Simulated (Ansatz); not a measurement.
in.yaml

```yaml
crystal:
  periodic: [false, false, false]
  atoms:
    - {symbol: Al, position_ang: [0.000000, -0.002992, -0.106980]}
    - {symbol: H, position_ang: [0.000000, 0.982664, 1.502135]}
    - {symbol: H, position_ang: [0.000000, -0.902571, 1.361611]}
basis:
  gaussian: {orbitals: cc-pVTZ}
total_charge: 1
magnetization: {spin_polarized: false, initial_magnetization: 2}
correlation: {method: fci, electrons: outside_noble_gas}
```

```sh
$ ansatz run in.yaml --threads 1 --pin off --events-out ev --progress --plain --max-ram 2393MiB
```

Output:

```
749 factors; integrals over basis functions are off by at most 1.9e-7 eV
mean field evaluation 1: about -6603.3761 eV, gradient 5.5e0 eV
mean field evaluation 2: about -6603.3787 eV, gradient 5.5e0 eV
mean field evaluation 4: about -6603.7794 eV, gradient 7.6e-1 eV
mean field evaluation 8: about -6603.8187 eV, gradient 1.5e-1 eV
mean field evaluation 16: about -6603.8203 eV, gradient 1.1e-6 eV
mean field -6603.82027047 eV, -242.6859187098 hartree, gradient 1.1e-6 eV, S^2 2.000000; 0 other end points of the search recorded, 0 dependent functions left out
5 core orbitals not correlated: weight in the atoms' cores, before any rotation towards them, 1.000 or more for the frozen orbitals, at most 0.000 for the correlated occupied ones
reference -6603.82027047 eV, -242.6859187098 hartree; 3, 1 occupied and 54, 56 virtual orbitals, 749 factors
state -6605.69974747 eV, -242.7549882153 hartree
Total energy: -6605.69974747 eV, -242.7549882153 hartree
```

Natural occupations: 1.9209 0.9968 0.9841 0.0280 0.0241 0.0159 0.0083 0.0044 0.0043 0.0033 0.0030 0.0020 0.0014 0.0006 0.0005 0.0005 0.0004 0.0003 0.0002 0.0002 0.0001 0.0001 0.0001 0.0001.

Ran on 1 thread of Intel Xeon Platinum 8259CL, shared host: 7.5 s wall, 0.27 GiB peak host memory.
